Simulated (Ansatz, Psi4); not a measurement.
# Heat of formation of O2 (oxygen) from total energies

O2: 2 atoms, total charge 0, spin state triplet. SMILES: `O=O`. Geometry: optimised at PBE0/def2-TZVP.

```xyz
2

O     0.5802   -0.1413    0.2648
O    -0.4548    0.1560   -0.2483
```

Total energies at UCCSD(T)/CBS estimate, 2 core orbitals frozen (Psi4 1.11); the atoms run unrestricted:

```tsv
species	state	energy (Eh)
O2	triplet	-150.200579
O	triplet	-75.005660
```

Harmonic wavenumbers at UPBE0-D4/def2-TZVP, in cm⁻¹: 1714.

Measured heats of formation of the gaseous atoms at 298.15 K, in kJ/mol: O 249.2. Spin-orbit lowering of the atoms at 298 K (mean of the ground term's levels less their thermal mean, from spectra), in kJ/mol: O 0.40. Take 1 Eh = 2625.50 kJ/mol, 1 cm⁻¹ = 0.0119627 kJ/mol, RT = 2.479 kJ/mol.

Q: What heat of formation follows?

A: 
1. Electronic atomisation energy: 2 × (-75.005660) − (-150.200579) = 0.189259 Eh = 496.9 kJ/mol.
2. Zero-point energy: half the sum of the wavenumbers, 857 cm⁻¹ = 10.3 kJ/mol.
3. Thermal vibrational enthalpy, Σ hcν̃/(exp(hcν̃/kT) − 1): 0.0 kJ/mol. Translation, rotation and pV of a linear molecule: 3.5 RT = 8.7 kJ/mol.
4. The 2 free atoms carry 5/2 RT each: 12.4 kJ/mol.
5. Spin-orbit coupling lowers the free atoms by 2 × 0.40 = 0.8 kJ/mol.
6. Atomisation enthalpy at 298 K: 496.9 − 0.8 − 10.3 − 0.0 − 8.7 + 12.4 = 489.5 kJ/mol.
7. Sum of the atoms' heats of formation: 498.4 kJ/mol. Heat of formation: 498.4 − 489.5 = +8.9 kJ/mol.

The tabulated value is 0.0 kJ/mol (by definition, as the element's standard state), so this level is off by +8.9 kJ/mol, or 1.8 % of the atomisation enthalpy that the table implies (498.5 kJ/mol). Anharmonicity and any spin-orbit splitting of the molecule are left out, and so is core correlation.
